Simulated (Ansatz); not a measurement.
## Molecular dynamics, step by step

SiH5ClO (SMILES Cl.[SiH3]O), singlet, PBE0-D4/def2-SVP (Ansatz 0.2.0). Settings (timestep in fs, temperature in K; T counts 18 degrees of freedom):

```yaml
hamiltonian: {xc: pbe0, dispersion: d4}
md: {n_steps: 40, timestep: 1.0, temperature: 200, ensemble: nve, seed: 841, initial_velocities: maxwell_boltzmann}
```

Start (the SMILES describes the start alone):

| atom | x (Å) | y (Å) | z (Å) |
| --- | --- | --- | --- |
| Cl1 | 0.1286 | 0.2981 | -2.7222 |
| H2 | 1.0238 | -0.0286 | -1.8616 |
| Si3 | 0.0587 | 0.0250 | 1.0527 |
| O4 | -1.2654 | -0.5616 | 0.2798 |
| H5 | 0.0044 | 1.4989 | 1.2436 |
| H6 | 0.1266 | -0.6597 | 2.3626 |
| H7 | 1.3078 | -0.2719 | 0.2820 |
| H8 | -1.3846 | -0.3001 | -0.6369 |

```
step  time (fs)  potential energy less the start (meV)  kinetic energy (meV)  T (K)
   0       0.00                                    0.0                 155.1    200
   2       2.00                                   51.8                 107.5    139
   4       4.00                                   61.7                  95.0    122
   6       6.00                                  109.6                  50.0     64
   8       8.00                                   94.1                  62.2     80
  10      10.00                                  105.9                  53.0     68
  12      12.00                                   82.7                  75.1     97
  14      14.00                                   59.3                  98.9    128
  16      16.00                                   22.1                 134.2    173
  18      18.00                                   37.0                 121.0    156
  20      20.00                                   62.0                  96.8    125
  22      22.00                                   59.0                  97.3    125
  24      24.00                                   92.6                  66.4     86
  26      26.00                                   86.2                  70.8     91
  28      28.00                                  106.8                  52.9     68
  30      30.00                                   58.0                  98.0    126
  32      32.00                                   64.9                  94.8    122
  34      34.00                                   36.4                 119.3    154
  36      36.00                                   77.0                  82.8    107
  38      38.00                                   47.3                 108.6    140
  40      40.00                                   89.4                  70.3     91
```

Step 8, positions (Å) and forces (eV/Å):

```
atom       x       y       z      Fx      Fy      Fz
 Cl1   0.128   0.296  -2.709   0.317  -0.145   0.384
  H2   1.008  -0.061  -1.807  -0.376   0.142  -0.346
 Si3   0.058   0.020   1.050   0.456   0.661  -0.637
  O4  -1.253  -0.549   0.267  -0.847  -0.914   0.578
  H5  -0.094   1.513   1.150   0.294  -0.122   0.329
  H6   0.203  -0.675   2.357   0.016   0.066  -0.058
  H7   1.245  -0.238   0.134   0.120   0.040   0.444
  H8  -1.446  -0.289  -0.625   0.020   0.272  -0.694
```

Step 14, positions (Å) and forces (eV/Å):

```json
{"atom": "Cl1", "x": "0.129", "y": "0.294", "z": "-2.698", "Fx": "-0.369", "Fy": "0.151", "Fz": "-0.331"}
{"atom": "H2", "x": "0.956", "y": "-0.073", "z": "-1.798", "Fx": "0.332", "Fy": "-0.151", "Fz": "0.350"}
{"atom": "Si3", "x": "0.063", "y": "0.025", "z": "1.040", "Fx": "-0.190", "Fy": "0.266", "Fz": "-0.545"}
{"atom": "O4", "x": "-1.267", "y": "-0.556", "z": "0.254", "Fx": "-0.071", "Fy": "-0.829", "Fz": "1.519"}
{"atom": "H5", "x": "-0.066", "y": "1.490", "z": "1.196", "Fx": "0.109", "Fy": "0.302", "Fz": "0.256"}
{"atom": "H6", "x": "0.266", "y": "-0.661", "z": "2.329", "Fx": "-0.099", "Fy": "-0.138", "Fz": "0.159"}
{"atom": "H7", "x": "1.248", "y": "-0.198", "z": "0.171", "Fx": "0.452", "Fy": "-0.086", "Fz": "-0.040"}
{"atom": "H8", "x": "-1.429", "y": "-0.255", "z": "-0.620", "Fx": "-0.164", "Fy": "0.486", "Fz": "-1.368"}
```

Step 16, positions (Å) and forces (eV/Å):

```json
{"atom": "Cl1", "x": "0.128", "y": "0.294", "z": "-2.694", "Fx": "-0.045", "Fy": "0.006", "Fz": "0.035"}
{"atom": "H2", "x": "0.955", "y": "-0.085", "z": "-1.777", "Fx": "0.016", "Fy": "-0.005", "Fz": "-0.007"}
{"atom": "Si3", "x": "0.065", "y": "0.027", "z": "1.035", "Fx": "-0.024", "Fy": "0.251", "Fz": "-0.233"}
{"atom": "O4", "x": "-1.275", "y": "-0.561", "z": "0.251", "Fx": "0.180", "Fy": "-0.518", "Fz": "1.239"}
{"atom": "H5", "x": "-0.045", "y": "1.505", "z": "1.235", "Fx": "0.053", "Fy": "-0.013", "Fz": "0.113"}
{"atom": "H6", "x": "0.283", "y": "-0.668", "z": "2.336", "Fx": "-0.183", "Fy": "-0.031", "Fz": "-0.114"}
{"atom": "H7", "x": "1.284", "y": "-0.190", "z": "0.186", "Fx": "0.138", "Fy": "-0.050", "Fz": "0.013"}
{"atom": "H8", "x": "-1.413", "y": "-0.236", "z": "-0.626", "Fx": "-0.134", "Fy": "0.360", "Fz": "-1.047"}
```

Last step (40):

```csv
atom,x (Å),y (Å),z (Å)
Cl1,0.1227,0.2875,-2.6461
H2,0.9399,-0.1852,-1.7451
Si3,0.0708,0.0408,0.9933
O4,-1.2571,-0.5513,0.2273
H5,-0.0520,1.4853,1.3086
H6,0.1449,-0.8164,2.1826
H7,1.2744,-0.1366,0.1015
H8,-1.4907,-0.3373,-0.6466
```

The run took about 26 s on 4 CPU threads of an Arm Neoverse V1 (shared host).
